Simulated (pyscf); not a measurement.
`[CH3][Al]([OH])[OH]` + `[H][H]` → `[CH3][AlH][OH]` + `[OH2]` (four-centre exchange; singlet surface; Al–O, H–H broken, Al–H, H–O formed). Structures and frequencies: ωB97X-D3(BJ)/def2-SVP in PySCF. Energies in kJ/mol from the separated reactants.

```csv
level,barrier,reaction energy
PBE/def2-TZVP,82.0,+117.4
r²SCAN/def2-TZVP,87.4,+129.9
B3LYP-D3(BJ)/def2-TZVP,[?],[?]
PBE0-D3(BJ)/def2-TZVP,85.4,+116.6
ωB97M-D3(BJ)/def2-TZVP,[?],+121.6
HF/def2-TZVP,148.2,+113.5
```

Q: Fill in the missing entries.

A: 
- B3LYP-D3(BJ)/def2-TZVP, barrier: 100.9
- B3LYP-D3(BJ)/def2-TZVP, reaction energy: +125.3
- ωB97M-D3(BJ)/def2-TZVP, barrier: 100.7

On the product side the descent ends in an adduct with a Al–O contact, 88.9 kJ/mol under the separated species and 64.7 kJ/mol under the saddle at ωB97X-D3(BJ)/def2-TZVP. At PBE, r²SCAN, B3LYP-D3(BJ), PBE0-D3(BJ), ωB97M-D3(BJ) the saddle lies under the separated products, which points to a path from their complex (located at ωB97X-D3(BJ) alone), and parting the products costs more than the saddle. What is counted as broken (Al–O) persists as a longer contact in the product adduct; parting that adduct is a step of its own. At the saddle there is also a short Al–H contact that neither side keeps. One saddle was located; it need not be the lowest between these sides.
